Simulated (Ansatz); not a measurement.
Bond stretch in BeH, doublet.

- ROHF/cc-pVQZ (Ansatz, a program for electronic structure)
- ROMP2 = Ansatz with MP2 on ROHF/cc-pVQZ, frozen core
- ROCCSD = CCSD on ROHF/cc-pVQZ, frozen core run with Ansatz
- ROCCSD(T) = CCSD(T) on ROHF/cc-pVQZ, frozen core (Ansatz)
- UHF/cc-pVQZ (Ansatz)
- UMP2 = Ansatz with MP2 on UHF/cc-pVQZ, frozen core
- UCCSD = CCSD on UHF/cc-pVQZ, frozen core in Ansatz
- UCCSD(T) = Ansatz with CCSD(T) on UHF/cc-pVQZ, frozen core
- ROCCSDT = CCSDT on ROHF/cc-pVQZ, frozen core (Ansatz)
- UCCSDT = Ansatz with CCSDT on UHF/cc-pVQZ, frozen core
- UCCSDT(Q) = CCSDT(Q) on UHF/cc-pVQZ, frozen core (Ansatz)
- UKS-B3LYP = unrestricted B3LYP/cc-pVQZ (Ansatz)
- UKS-PBE = unrestricted PBE/cc-pVQZ in Ansatz
- FCI = full CI/cc-pVQZ, frozen core run with Ansatz

All curves are set to zero at 1.36 Å and compared with full CI in the same basis at 1.36, 1.39, 1.43, 1.52, 1.57, 1.66, 1.86, 2.03, 2.25, 2.43, 2.72, 2.97, 3.29, 3.68, 4.14, 4.72, 5.47 Å.

Question: Which method stays most parallel to full CI over these points, and which least?

Answer: ROCCSDT has the smallest spread and ROHF the largest. In order (kJ/mol): ROCCSDT 0.01, UCCSDT 0.05, UCCSDT(Q) 0.05, UCCSD(T) 1.04, ROCCSD(T) 1.72, UCCSD 3.10, ROCCSD 5.64, UHF 12.21, UKS-PBE 29.09, UMP2 32.02, UKS-B3LYP 34.55, ROMP2 45.28, ROHF 54.44.

Errors against full CI at some of the points (kJ/mol):

```json
[
 {"method": "ROCCSDT", "1.66 Å": "0.0", "2.03 Å": "0.0", "2.72 Å": "0.0", "3.29 Å": "0.0", "5.47 Å": "0.0"},
 {"method": "UCCSDT", "1.66 Å": "0.0", "2.03 Å": "0.0", "2.72 Å": "0.0", "3.29 Å": "0.0", "5.47 Å": "0.0"},
 {"method": "UCCSDT(Q)", "1.66 Å": "0.0", "2.03 Å": "0.0", "2.72 Å": "0.0", "3.29 Å": "0.0", "5.47 Å": "0.0"},
 {"method": "UCCSD(T)", "1.66 Å": "0.3", "2.03 Å": "0.5", "2.72 Å": "-0.2", "3.29 Å": "-0.4", "5.47 Å": "-0.5"},
 {"method": "ROCCSD(T)", "1.66 Å": "0.4", "2.03 Å": "1.1", "2.72 Å": "-0.1", "3.29 Å": "-0.5", "5.47 Å": "-0.6"},
 {"method": "UCCSD", "1.66 Å": "0.7", "2.03 Å": "1.0", "2.72 Å": "-1.0", "3.29 Å": "-1.7", "5.47 Å": "-2.0"},
 {"method": "ROCCSD", "1.66 Å": "1.0", "2.03 Å": "3.5", "2.72 Å": "-0.7", "3.29 Å": "-1.8", "5.47 Å": "-2.1"},
 {"method": "UHF", "1.66 Å": "5.5", "2.03 Å": "12.2", "2.72 Å": "0.4", "3.29 Å": "1.4", "5.47 Å": "1.8"},
 {"method": "UKS-PBE", "1.66 Å": "-3.1", "2.03 Å": "-4.2", "2.72 Å": "13.7", "3.29 Å": "23.0", "5.47 Å": "24.7"},
 {"method": "UMP2", "1.66 Å": "5.7", "2.03 Å": "23.8", "2.72 Å": "31.1", "3.29 Å": "29.4", "5.47 Å": "26.7"},
 {"method": "UKS-B3LYP", "1.66 Å": "2.3", "2.03 Å": "5.9", "2.72 Å": "21.6", "3.29 Å": "31.8", "5.47 Å": "34.5"},
 {"method": "ROMP2", "1.66 Å": "6.2", "2.03 Å": "23.1", "2.72 Å": "23.0", "3.29 Å": "17.5", "5.47 Å": "16.7"},
 {"method": "ROHF", "1.66 Å": "7.5", "2.03 Å": "29.9", "2.72 Å": "15.0", "3.29 Å": "4.6", "5.47 Å": "1.7"}
]
```

The T1 diagnostic of CCSD on the restricted reference of ROMP2, ROCCSD, ROCCSD(T), ROCCSDT exceeds 0.045 at 1.86 to 2.72 Å. The unrestricted determinant behind UHF, UMP2, UCCSD, UCCSD(T), UCCSDT, UCCSDT(Q) is spin-contaminated at 2.03 to 5.47 Å (<S²> up to 1.0, against 0.75 for a pure doublet).
